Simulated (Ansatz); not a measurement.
in.yaml

```yaml
crystal:
  periodic: [false, false, false]
  atoms:
    - {symbol: B, position_ang: [0.000000, 0.000000, 0.000000]}
    - {symbol: C, position_ang: [0.000000, 0.000000, 4.032000]}
basis:
  gaussian: {orbitals: aug-cc-pVDZ}
magnetization: {spin_polarized: false, initial_magnetization: 3}
correlation: {method: fic_mrcisd_q, electrons: outside_noble_gas, active_space: {window: {electrons: 7, orbitals: 8}, shells: [{species: B, l: s, shell: 2}, {species: B, l: p, shell: 2}, {species: C, l: s, shell: 2}, {species: C, l: p, shell: 2}]}}
```

```sh
$ ansatz run in.yaml --threads 1 --pin off --events-out ev --progress --plain --max-ram 2513MiB --backend cpu
```

The program prints:

```
764 factors; integrals over basis functions are off by at most 1.9e-7 eV
mean field evaluation 1: about -1688.6253 eV, gradient 1.2e1 eV
mean field evaluation 2: about -1688.6253 eV, gradient 1.2e1 eV
mean field evaluation 4: about -1688.2950 eV, gradient 1.2e1 eV
mean field evaluation 8: about -1692.8507 eV, gradient 3.6e-1 eV
mean field evaluation 16: about -1692.5738 eV, gradient 4.8e0 eV
mean field evaluation 32: about -1688.3527 eV, gradient 9.3e0 eV
mean field evaluation 64: about -1692.8090 eV, gradient 1.3e-1 eV
mean field evaluation 96: about -1692.8509 eV, gradient 2.0e-2 eV
mean field evaluation 128: about -1692.8078 eV, gradient 2.2e-4 eV
mean field evaluation 160: about -1692.7837 eV, gradient 7.8e-2 eV
mean field evaluation 192: about -1692.8027 eV, gradient 2.2e-1 eV
mean field evaluation 224: about -1692.8071 eV, gradient 1.7e0 eV
mean field -1692.85195126 eV, -62.2111617525 hartree, gradient 3.2e-6 eV, S^2 3.750000; 21 other end points of the search recorded, 0 dependent functions left out
reference -1692.85195126 eV, -62.2111617525 hartree; 7, 4 occupied and 39, 42 virtual orbitals, 764 factors
state -1694.27503929 eV, -62.2634592729 hartree
contracted CI cycle   1: correlation 0.00000000 eV, 0.0000000000 hartree, residual 1.10e1 eV
contracted CI cycle   2: correlation -2.41235266 eV, -0.0886523252 hartree, residual 1.81e0 eV
contracted CI cycle   3: correlation -2.47451634 eV, -0.0909367981 hartree, residual 3.34e-1 eV
contracted CI cycle   4: correlation -2.47712775 eV, -0.0910327659 hartree, residual 1.15e-1 eV
contracted CI cycle   5: correlation -2.47742678 eV, -0.0910437547 hartree, residual 2.73e-2 eV
contracted CI cycle   6: correlation -2.47744351 eV, -0.0910443696 hartree, residual 6.88e-3 eV
contracted CI cycle   7: correlation -2.47744445 eV, -0.0910444041 hartree, residual 1.68e-3 eV
contracted CI cycle   8: correlation -2.47744450 eV, -0.0910444062 hartree, residual 4.71e-4 eV
state -1694.27503929 eV, -62.2634592729 hartree; corrected -1696.90309658 eV, -62.3600385970 hartree
Total energy: -1696.90309658 eV, -62.3600385970 hartree
Checks for a lower state left out: starts, orbital_swaps
```

Natural occupations: 1.9549 1.8911 0.9998 0.9998 0.9998 0.0546 0.0546 0.0454.

Ran on 1 thread of AMD EPYC 7R13, shared host: 4 s wall, 0.26 GiB peak host memory.
